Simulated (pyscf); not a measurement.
Structures and frequencies: ωB97X-D3(BJ)/def2-SVP in PySCF.

**Question.** Estimate by transition-state theory (the high-pressure limit) the rate constant of `[CH2][CH2][CH2][Br]` [doublet] -> `[CH2]1[CH2][CH2]1` + `[Br]` [doublet] (doublet surface; Br–C broken, C–C formed) at 600 K, with ωB97M-D3(BJ)/def2-TZVP energies (ideal gas, 1 atm, RRHO with modes under 100 cm⁻¹ raised to 100, one conformer, R ln 2 for rigid chiral ones; no tunnelling).

**Answer.** The electronic barrier is 20.9 kcal/mol and the thermal terms add +2.0, so ΔG‡ = 22.9 kcal/mol. With k_BT/h = 1.25e+13 s⁻¹ and RT = 1.192 kcal/mol, k = 5.6e+04 s⁻¹, a half-life of 1.2e-05 s through this channel alone. Wigner's tunnelling factor for 803i cm⁻¹ would be 1.15. A shift of 1 kcal/mol in the barrier changes k by a factor 2.3. cyclopropane lies 6.6 kcal/mol over its isomer H₂C=CH–CH₃, and others may lie lower still (electronic energy, ωB97M-D3(BJ)). One saddle was located; it need not be the lowest between these sides. Elements up to Kr have no core potential and no relativistic terms here.
